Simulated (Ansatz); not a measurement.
# LiS+ (triplet): from Hartree-Fock to the top rungs, def2-QZVPP

An exercise on one series of results from a longer session: the logs are not shown, and one member is left open.

Computed with Ansatz 0.2.0, Gaussian basis. Level: def2-QZVPP, core rule «outside noble gas», up to 6 orbitals frozen.

Plan: UHF; ROHF; CCSD(T) on UHF.

2 further runs of the same task are left out: 2 set aside as unsound or not needed.

### The geometry

The geometry is a PBE0/def2-TZVP stationary point (not a proven minimum).

2 atoms, charge 1, spin multiplicity 3.

Atoms are counted from 1 here; the program's logs count them from 0.

Bond lengths: S1–Li2 2.449 Å.

Set-up of the first run:

in.yaml reads:

```yaml
crystal:
  periodic: [false, false, false]
  atoms:
    - {symbol: S, position_ang: [0.000000, 0.000000, 0.000000]}
    - {symbol: Li, position_ang: [0.000000, 0.000000, 2.448900]}
basis:
  gaussian: {orbitals: "def2-QZVPP.json"}
total_charge: 1
magnetization: {spin_polarized: true, initial_magnetization: 2}
hamiltonian: {xc: hf}
output: {orbitals: {seedname: orbitals}}
```

On the command line:

```sh
$ ansatz run in.yaml --threads 1 --pin off --events-out ev --progress --plain --max-ram 2393MiB
```

Steps of the session up to this table: UHF; ROHF; CCSD(T) on UHF.

One of the session's tables, all rows but one given; the rest of the session is left out.

It belongs to the step «Misses and costs». 

```
  method  from UCCSD(T) (kJ/mol)
    ROHF                  +423.4
     UHF                       ?
    UMP2                   +72.3
   UCCSD                   +15.2
UCCSD(T)                       0
```

Q: Estimate the row for UHF from the others.

As computed: from UCCSD(T) (kJ/mol): +406.5. In the column «from UCCSD(T) (kJ/mol)» it lies between UMP2 (+72.3) and ROHF (+423.4).
